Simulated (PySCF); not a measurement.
Computed with PBE-D3(BJ)/def2-TZVP // PBE0-D3(BJ)/def2-TZVP run with PySCF. Isolated molecules, 0 K electronic values unless said otherwise. 

Reference species (SMILES): `C#CC` (neutral, multiplicity 1).

```yaml
HOMO: -6.48 eV
HOMO–LUMO gap: 6.76 eV
```

Changed species: `C1=CC1`.

Task: Predict the effect on the HOMO and HOMO–LUMO gap.

Result: the HOMO goes up by 0.40 eV, to -6.08 eV; the HOMO–LUMO gap falls by 1.64 eV, to 5.12 eV.
